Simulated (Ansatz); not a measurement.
Mulliken charges of `NBF` from r2SCAN/def2-TZVPP in Ansatz (PBE0-D4/def2-TZVP geometry).

```json
{"atom": "N1", "x (Å)": "-0.426", "y (Å)": "0.101", "z (Å)": "-0.582", "charge (e)": "-0.329"}
{"atom": "B2", "x (Å)": "0.416", "y (Å)": "-0.152", "z (Å)": "0.494", "charge (e)": "0.326"}
{"atom": "F3", "x (Å)": "0.447", "y (Å)": "0.710", "z (Å)": "1.516", "charge (e)": "-0.298"}
{"atom": "H4", "x (Å)": "-0.488", "y (Å)": "-0.513", "z (Å)": "-1.373", "charge (e)": "0.179"}
{"atom": "H5", "x (Å)": "-1.022", "y (Å)": "0.911", "z (Å)": "-0.632", "charge (e)": "0.177"}
{"atom": "H6", "x (Å)": "1.116", "y (Å)": "-1.121", "z (Å)": "0.532", "charge (e)": "-0.055"}
```

Problem. By hand: the dipole of these point charges (1 e Å = 4.8032 D).

Solution. Σ q r = (-0.187, -0.163, -0.486) e Å, of length 0.546 e Å = 2.62 D.

Problem. How does the dipole of the full density compare? (An estimate is asked.)

Solution. The calculation gave: (-0.238, -0.048, -0.438) e Å, 2.41 D; the point charges give 1.09 times that, at 14° from its direction.

Point charges leave out the atoms' own dipoles, such as those of lone pairs, and Mulliken's split depends on the basis, so the close match here is no proof of good charges.
